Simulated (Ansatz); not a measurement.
BaSr3 (I4/mmm)

Method: DFT r2SCAN, scalar-relativistic, plane waves, PAW (Ansatz).

Plane waves to 500 eV, a k mesh through Γ of 10×10×10 on the computed 4-atom cell and Gaussian smearing (0.10 eV); no spin polarisation.

The structure is relaxed at this level of theory with its symmetry kept. Whether it is the stable form of this composition wasn't checked.

It takes space group I4/mmm (No. 139, tetragonal). Conventional cell: a = 6.213 Å, b = 6.213 Å, c = 12.309 Å, α = 90.00°, β = 90.00°, γ = 90.00°. Ba (site symmetry 4/mmm) has 12 Sr at 4.37 to 4.39 Å as nearest neighbours. Around Sr (site symmetry -4m2) lie 8 Sr at 4.37 to 4.39 Å and 4 Ba at 4.37 Å. Sr (site symmetry 4/mmm) is surrounded by 8 Sr at 4.37 Å and 4 Ba at 4.39 Å.

```
Volume per atom                                                   : 59.40 Å³
Formation energy from the elements' standard states (uncorrected) : +0.013 eV/atom
Generalised Kohn–Sham band gap                                    : none (metal)
Density of states at the Fermi level                              : 6.77 states/eV per cell
Bader charges (e)                                                 : Ba (1 in the cell) 0.45, Sr (2 in the cell) -0.24, Sr (1 in the cell) 0.03
```

Spin-orbit coupling is left out, which matters for the bands of heavy elements.

Cost: 1 run of about 5.9 core-minutes, on Intel Xeon Platinum 8488C (Sapphire Rapids) (shared hosts).